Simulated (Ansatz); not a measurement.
**What a trial cell of Bi relaxes into**

Level of theory: Ansatz, DFT PBEsol, scalar-relativistic, plane waves, PAW. Cutoff 420 eV, Γ-centred k mesh, Gaussian smearing, no spin polarisation in the final step.

The start puts Bi on the fcc structure type (Fm-3m, No. 225), at a guessed volume.

```xyz
1
Lattice="0.0000 2.6229 2.6229 2.6229 0.0000 2.6229 2.6229 2.6229 0.0000" Properties=species:S:1:pos:R:3 pbc="T T T"
Bi    0.0000    0.0000    0.0000
```

Steps on the 6×6×6 mesh (1 atom). 5 of 5 steps are shown, and the free energy counts from the last. Trial steps that were taken back and renewals of the plane-wave basis can be among the rows.

```tsv
step	ΔF (meV/atom)	V (Å³/atom)	P (GPa)
1	164.3	36.09	-7.42
2	3.5	30.95	-1.61
3	-0.3	29.77	0.70
4	-0.9	30.11	0.00
5	0.0	30.11	-0.01
```

A final relaxation ran on a 20×20×20 mesh. The relaxed crystal, Fm-3m (No. 225):

```cif
data_structure
_symmetry_space_group_name_H-M 'Fm-3m'
_symmetry_Int_Tables_number 225
_cell_length_a 4.9432
_cell_length_b 4.9432
_cell_length_c 4.9432
_cell_angle_alpha 90.000
_cell_angle_beta 90.000
_cell_angle_gamma 90.000
_cell_volume 120.79
loop_
_atom_site_label
_atom_site_type_symbol
_atom_site_symmetry_multiplicity
_atom_site_Wyckoff_symbol
_atom_site_fract_x
_atom_site_fract_y
_atom_site_fract_z
_atom_site_occupancy
Bi1 Bi 4 a 0.00000 0.00000 0.00000 1
```

```
Volume per atom                    : 30.20 Å³
Density                            : 11.49 g/cm³
Energy over the standard structure : 0.14 eV/atom
Gap on the 20×20×20 mesh           : 0 eV (a metal)
```

Energies count from the standard state of Bi at the same level.

The final run used a 20×20×20 mesh on its 1-atom cell and 0.10 eV smearing. For metals, differences of a few meV/atom aren't resolved. Spin–orbit coupling is left out.

Symmetry constrained the relaxation, so the result can be a saddle point.